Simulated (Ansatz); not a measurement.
Geometry optimisation, RKS PBE0-D4/6-31G* in Ansatz.

The input (input.yaml):

```yaml
crystal:
  periodic: [false, false, false]
  atoms:
    - { symbol: C, position_ang: [-0.08747, 0.93328, -0.26758] }
    - { symbol: C, position_ang: [-0.16998, -0.57952, 0.06099] }
    - { symbol: "N", position_ang: [0.89899, -1.01669, 0.66067] }
    - { symbol: O, position_ang: [-1.21316, -1.19474, -0.26964] }
    - { symbol: H, position_ang: [-0.22177, 1.08416, -1.34024] }
    - { symbol: H, position_ang: [-0.88578, 1.46526, 0.25318] }
    - { symbol: H, position_ang: [0.87806, 1.32807, 0.04179] }
    - { symbol: H, position_ang: [0.8011, -2.01983, 0.86083] }
total_charge: -1
basis:
  gaussian: { orbitals: "6-31G*" }
hamiltonian:
  xc: pbe0
  dispersion: d4
relax:
  f_tol: 0.02
  max_steps: 40
scf:
  lower_state_search: "off"
output:
  orbitals: {}
```

Launched with:

```bash
$ ansatz run input.yaml --threads 1 --pin off --max-ram 2048MiB --backend cpu --events-out ev --progress --plain --runs-dir out
```

Question: Where does it end, and by what steps?

Answer: The run converged. Limits of this set-up: an anion without diffuse functions, the dipole of an ion depends on the origin. After 6 steps the energy has fallen by 0.047 eV; H8 moved furthest, 0.06 Å.

```tsv
step	energy less start (eV)	largest force component (eV/Å)	accepted
0	0.0000	1.437	yes
1	-0.0360	0.549	yes
2	-0.0452	0.196	yes
3	-0.0452	0.146	yes
4	-0.0430	0.304	no
5	-0.0466	0.027	yes
6	-0.0467	0.002	yes
```

```xyz
8
Properties=species:S:1:pos:R:3
C -0.079 0.924 -0.261
C -0.144 -0.579 0.077
N 0.944 -1.033 0.671
O -1.210 -1.172 -0.249
H -0.221 1.065 -1.342
H -0.908 1.450 0.233
H 0.871 1.377 0.043
H 0.747 -2.032 0.828
```

The run took 14 s on 1 thread of Arm Neoverse V1, with other jobs on the host, peak memory 0.13 GiB.
